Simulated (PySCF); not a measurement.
# Isomerisation enthalpies of C3H4

**Measured values to compare with.**

Active Thermochemical Tables 1.112 lists, for the gas at 298.15 K: enthalpy of formation of `C#CC` (propyne) 185.83 ± 0.37 kJ/mol; enthalpy of formation of `C=C=C` (allene) 190.16 ± 0.36 kJ/mol.

The runs below try to reproduce these values; the comparison stands at the end.

Differences of these values give the isomerisation enthalpies. Geometries: GFN2-xTB; runs in PySCF, gas phase, with a dispersion term only where the level names one. Total electronic energies (Eh):

| SMILES | PBE0/pcSseg-1 |
| --- | --- |
| C#CC | -116.49022 |
| C=C=C | -116.49219 |

Geometry of `C#CC` (Å):
```
atom  x, y, z in Å
C1     1.6861   -0.1232   -0.0176
C2     0.4932   -0.0347   -0.0076
C3    -0.9484    0.0719    0.0039
H4     2.7313   -0.2065   -0.0264
H5    -1.3802   -0.6547   -0.6841
H6    -1.2505    1.0732   -0.3023
H7    -1.3282   -0.1211    1.0070
```

Geometry of `C=C=C` (Å):
```
atom  x, y, z in Å
C1    -1.293   -0.002    0.003
C2     0.000    0.000   -0.004
C3     1.294    0.004   -0.011
H4    -1.858    0.622    0.677
H5    -1.863   -0.629   -0.664
H6     1.856    0.678   -0.637
H7     1.867   -0.667    0.609
```

Zero-point and thermal terms are left out, so the computed numbers are electronic energies.

## Comparison

Relative to `C#CC`, the lowest by measurement, in kJ/mol (measured: enthalpies at 298.15 K; computed: electronic energies):

```csv
SMILES,measured,PBE0/pcSseg-1
C#CC,0.0,0.0
C=C=C,4.3,-5.2
```

Measured values: 185.83 kJ/mol (298.15 K; Active Thermochemical Tables 1.112) for the first row; the others come from the same table. Unsigned miss: PBE0/pcSseg-1 9.5 kJ/mol. PBE0/pcSseg-1 puts another isomer lowest. Where a level misses, the cause wasn't examined.
